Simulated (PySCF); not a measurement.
## `[BH3-]Cl` ([BClH3]-): adiabatic energies of losing or gaining an electron at several levels

All levels share the PBE0-D3(BJ)/ma-def2-SVP structures and the PBE0-D3(BJ)/ma-def2-SVP thermal terms; only the single-point energies (PySCF) change. Values are adiabatic energies of losing or gaining an electron (0 K, eV).

```tsv
level	detachment energy to the radical	time
HF/ma-def2-TZVP	3.08	1.3 s
MP2/ma-def2-TZVP	3.67	4.9 s
CCSD(T)/ma-def2-TZVP	3.70	110 s
ωB97X-D3(BJ)/ma-def2-TZVP	3.81	–
```

Times are wall times for all single points of a level on 1 thread of Intel Xeon Platinum 8488C, a shared host; the dash marks the run that also made the structures.

Hartree-Fock leaves out electron correlation, so its ionisation energies and electron affinities from energy differences come out too low, often by 1 eV or more.

The spread: 0.73 eV, from 3.08 to 3.81.

Note: spin-orbit coupling is left out of the energies, which matters for open shells on the heavier atoms.

---

# `[AlH2][Cl]` (AlClH2): adiabatic energies of losing or gaining an electron at several levels

All levels share the PBE0-D3(BJ)/ma-def2-SVP structures and the PBE0-D3(BJ)/ma-def2-SVP thermal terms; only the single-point energies (PySCF) change. Values are adiabatic energies of losing or gaining an electron (0 K, eV).

| level | ionisation energy to the radical cation | time |
| --- | --- | --- |
| HF/ma-def2-TZVP | 10.05 | 2.5 s |
| MP2/ma-def2-TZVP | 10.65 | 10 s |
| CCSD(T)/ma-def2-TZVP | 10.68 | 3.6 min |
| ωB97X-D3(BJ)/ma-def2-TZVP | 10.85 | – |

Times are wall times for all single points of a level on 1 thread of Arm Neoverse V2, a shared host; the dash marks the run that also made the structures.

Hartree-Fock leaves out electron correlation, so its ionisation energies and electron affinities from energy differences come out too low, often by 1 eV or more.

The spread: 0.80 eV, from 10.05 to 10.85.

Caveats: spin-orbit coupling is left out of the energies, which matters for open shells on the heavier atoms.

---

## `[BH3-]P` ([BH5P]-): adiabatic energies of losing or gaining an electron at several levels

All levels share the PBE0-D3(BJ)/ma-def2-SVP structures and the PBE0-D3(BJ)/ma-def2-SVP thermal terms; only the single-point energies (PySCF) change. Values are adiabatic energies of losing or gaining an electron (0 K, eV).

| level | detachment energy to the radical | time |
| --- | --- | --- |
| HF/ma-def2-TZVP | 1.76 | 2 s |
| MP2/ma-def2-TZVP | 2.65 | 10 s |
| CCSD(T)/ma-def2-TZVP | 2.67 | 5 min |
| CAM-B3LYP-D3(BJ)/ma-def2-TZVP | 2.69 | – |

Times are wall times for all single points of a level on 1 thread of Arm Neoverse V1, a shared host; the dash marks the run that also made the structures.

Hartree-Fock leaves out electron correlation, so its ionisation energies and electron affinities from energy differences come out too low, often by 1 eV or more.

The spread: 0.93 eV, from 1.76 to 2.69.
